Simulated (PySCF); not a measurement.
Consider 2,2-difluoroethanol, `OCC(F)F` (C2H4F2O). Coordinates in Å; atoms count from 1 in this order:
```
O    -0.8694    1.3417    0.1801
C    -0.6952   -0.0323    0.0161
C     0.7409   -0.3767   -0.3146
F     1.5431    0.0279    0.7118
F     0.8784   -1.7160   -0.4414
H    -0.3509    1.6336    0.9380
H    -0.9871   -0.6159    0.9103
H    -1.3342   -0.3551   -0.8195
H     1.1081    0.1089   -1.2343
```

Energies: ωB97X-D3(BJ)/ma-def2-TZVP (PySCF, density fitting, integration grid level 2) on PBE0-D3(BJ)/ma-def2-SVP structures. The prefix ma- adds one diffuse s and one diffuse p function on all atoms but H. ωB97X-D3(BJ) is ωB97X-V with D3(BJ) in place of VV10. Thermal corrections: PBE0-D3(BJ)/ma-def2-SVP frequencies, unscaled, ideal gas at 298.15 K and 1 bar, quasi-RRHO entropy.

(1) Rank these of its positions by gas-phase deprotonation enthalpy, most acidic first.
A. C3 (methine carbon)
B. O1 (hydroxyl oxygen)

(2) For C3 (methine carbon), what are ΔE (electronic) and ΔG(298 K) of the loss of the proton?

## Answers

(1) B (1537 kJ/mol), A (1629 kJ/mol).

(2) ΔE = 1665 and ΔG = 1597 kJ/mol, beside ΔH = 1629 kJ/mol. The product is `OC[C-](F)F`.

Note: C2 is not listed: the run failed or kept an imaginary mode, or the ion rearranged or equalled another.
